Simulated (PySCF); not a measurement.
# C2H6Si (SMILES [H][Si]([H])([H])C=C) at 4 levels

We compute a comparison of 4 runs (MP2/ANO-RCC-MB, MP2/ANO-RCC-VDZ, MP2/ANO-RCC-VDZP, MP2/ANO-RCC-VTZP) of C2H6Si. The job is set up through a Python script.

The calculation is run with PySCF 2.14.0.

**1. The structure to begin with**

C2H6Si: 9 atoms, total charge 0, spin state singlet. SMILES: `[H][Si]([H])([H])C=C`. The coordinates come from a GFN2-xTB relaxation.

Bond lengths: Si1–C2 1.884 Å, C2–C3 1.324 Å, C2–H4 1.084 Å, C3–H5 1.079 Å, C3–H6 1.081 Å, Si1–H7 1.465 Å, Si1–H8 1.464 Å, Si1–H9 1.465 Å. Some angles: Si1–C2–C3 124.3°, Si1–C2–H4 117.8°, C3–C2–H4 117.9°, C2–Si1–H7 109.8°, C2–Si1–H8 108.5°, C2–Si1–H9 109.8°, C2–C3–H5 121.6°, C2–C3–H6 122.8°, H7–Si1–H8 109.8°, H7–Si1–H9 109.2°.

**2. A single-point energy at MP2/ANO-RCC-MB (sfX2C) (run 1)**

run.py reads:

```python
# Si(vinyl)H3
from pyscf import gto, scf, mp

mol = gto.M(
    atom='''
Si    -0.334028     0.597286    -2.383738
C     -0.362733     0.582962     1.177110
C      0.691356    -1.192984     2.588849
H     -1.305139     2.131422     2.130874
H      1.655381    -2.786193     1.759203
H      0.646721    -1.155681     4.629923
H      2.278311     0.607131    -3.300463
H     -1.642626     2.872289    -3.261573
H     -1.627243    -1.656213    -3.340204
''',
    spin=0,
    max_memory=1860,
    basis='ano-rcc-mb',
    unit='bohr',
    verbose=4,
    charge=0,
)

mf = scf.RHF(mol)
mf = mf.sfx2c1e()
mf.conv_tol = 1e-10
mf.kernel()
if not mf.converged:
    mf = mf.newton().run(mf.mo_coeff, mf.mo_occ)

pt = mp.MP2(mf, frozen=7).run()
etot = pt.e_tot
print('E = %.10f Eh' % etot)
```

Run with:

```bash
$ OMP_NUM_THREADS=1 python run.py
```

The log of the run:

```text
PySCF version 2.14.0

[... 65 lines left out ...]
converged SCF energy = -368.57722105271
[... 1 line left out ...]
******** <class 'pyscf.mp.mp2.RMP2'> ********
nocc = 9, nmo = 18
frozen orbitals 7
E(RMP2) = -368.7266451514  E_corr = -0.149424098689827
E(SCS-RMP2) = -368.738631172217  E_corr = -0.161410119507021
E_corr(same-spin) = -0.0206524602931978
E_corr(oppo-spin) = -0.12877163839663
E = -368.7266451514 Eh
```

Run time: 2.6 s. Hardware: 1 thread of Arm Neoverse V1, shared host; peak memory 0.14 GiB.

**3. The energy at MP2/ANO-RCC-VDZ (sfX2C) (run 2)**

start.xyz reads:

```xyz
9
C2H6Si
Si    -0.176760     0.316070    -1.261420
C     -0.191950     0.308490     0.622900
C      0.365850    -0.631300     1.369960
H     -0.690650     1.127900     1.127610
H      0.875990    -1.474390     0.930930
H      0.342230    -0.611560     2.450050
H      1.205630     0.321280    -1.746530
H     -0.869240     1.519950    -1.725950
H     -0.861100    -0.876430    -1.767560
```

run.py reads:

```python
# Si(vinyl)H3
from pyscf import gto, scf, mp

system = gto.M(
    atom='start.xyz',
    max_memory=1860,
    charge=0,
    basis='ano-rcc-vdz',
    verbose=3,
)

calc0 = scf.RHF(system)
calc0 = calc0.x2c()
calc0.conv_tol = 1e-10
calc0.kernel()
if not calc0.converged:
    calc0 = calc0.newton().run(calc0.mo_coeff, calc0.mo_occ)

pt = mp.MP2(calc0, frozen=7).run()
e_tot = pt.e_tot
print('E(%s) = %.9f' % ('MP2', e_tot))
```

Run with:

```bash
$ OMP_NUM_THREADS=1 python run.py
```

The log of the run:

```text
converged SCF energy = -368.708033959982
E(RMP2) = -368.939223131621  E_corr = -0.231189171638653
E(SCS-RMP2) = -368.945314187302  E_corr = -0.237280227319715
E(MP2) = -368.939223132
```

It took 2.8 s on 1 thread of Arm Neoverse V1, shared host; peak memory 0.14 GiB.

Run 3 isn't shown in full; the table further down has it.

**4. The energy at MP2/ANO-RCC-VTZP (sfX2C) (run 4)**

job.py reads:

```python
from pyscf import gto, scf, mp

molecule = gto.M(
    atom=[
    ('Si', (-0.176760, 0.316070, -1.261420)),
    ('C', (-0.191950, 0.308490, 0.622900)),
    ('C', (0.365850, -0.631300, 1.369960)),
    ('H', (-0.690650, 1.127900, 1.127610)),
    ('H', (0.875990, -1.474390, 0.930930)),
    ('H', (0.342230, -0.611560, 2.450050)),
    ('H', (1.205630, 0.321280, -1.746530)),
    ('H', (-0.869240, 1.519950, -1.725950)),
    ('H', (-0.861100, -0.876430, -1.767560)),
],
    basis='ano-rcc-vtzp',
    verbose=3,
    max_memory=1860,
)

mf = scf.RHF(molecule)
mf = mf.sfx2c1e()
mf.conv_tol = 1e-10
mf.kernel()
if not mf.converged:
    mf = mf.newton().run(mf.mo_coeff, mf.mo_occ)

pt = mp.MP2(mf, frozen=7).run()
etot = pt.e_tot
print(f'total energy: {etot:.8f} hartree')
```

Run with:

```bash
$ OMP_NUM_THREADS=1 python job.py
```

The log of the run:

```text
converged SCF energy = -368.812079600594
E(RMP2) = -369.270888783921  E_corr = -0.458809183326899
E(SCS-RMP2) = -369.283811585405  E_corr = -0.471731984810892
total energy: -369.27088878 hartree
```

It took 71 s on 1 thread of Arm Neoverse V1, shared host; peak memory 1.3 GiB.

**5. The series**

```tsv
run	level	energy (Eh)	dipole moment (D) of the reference	HOMO energy (eV)	LUMO energy (eV)	wall time
1	MP2/ANO-RCC-MB (sfX2C)	-368.726645	0.26	-11.72	4.39	2.6 s
2	MP2/ANO-RCC-VDZ (sfX2C)	-368.939223	0.36	-10.35	2.47	2.8 s
3	MP2/ANO-RCC-VDZP (sfX2C)	-369.180211	0.58	-10.25	2.40	12 s
4	MP2/ANO-RCC-VTZP (sfX2C)	-369.270889	0.58	-10.32	1.44	71 s
```

Convergence of the dipole moment (Hartree–Fock density) of singlet C2H6Si with the basis set, against the last point:

```tsv
basis set	from the last (D)	wall time
ANO-RCC-MB	-0.3120	2.6 s
ANO-RCC-VDZ	-0.2130	2.8 s
ANO-RCC-VDZP	+0.0022	12 s
ANO-RCC-VTZP	+0.0000	71 s
```

Convergence of the HOMO energy (Hartree–Fock orbitals) of singlet C2H6Si with the basis set, against the last point:

```tsv
basis set	from the last (eV)	wall time
ANO-RCC-MB	-1.4010	2.6 s
ANO-RCC-VDZ	-0.0371	2.8 s
ANO-RCC-VDZP	+0.0621	12 s
ANO-RCC-VTZP	+0.0000	71 s
```

**6. What came out**

| quantity | value |
| --- | --- |
| run 4: total energy | -369.27089 Eh |
| run 4: dipole moment (Hartree–Fock density) | 0.58 D |
| run 4: HOMO energy (Hartree–Fock orbitals) | -10.32 eV |
| run 4: LUMO energy (Hartree–Fock orbitals) | 1.44 eV |
| run 4: HOMO–LUMO gap (Hartree–Fock orbitals) | 11.75 eV |
| run 4: correlation energy (7 core orbitals frozen) | -458.8 mEh |

What this shows: For the dipole moment (Hartree–Fock density) of singlet C2H6Si to stay within 0.02 D of the last point, ANO-RCC-VDZP is the first point of the series from which all later ones do (12 s against 71 s). For the dipole moment (Hartree–Fock density) of singlet C2H6Si to stay within 0.005 D of the last point, ANO-RCC-VDZP is the first point of the series from which all later ones do (12 s against 71 s). For the HOMO energy (Hartree–Fock orbitals) of singlet C2H6Si to stay within 0.1 eV of the last point, ANO-RCC-VDZ is the first point of the series from which all later ones do (2.8 s against 71 s). In run 1 the basis is minimal, so the values are rough. All runs together took 89 s, the longest 71 s.
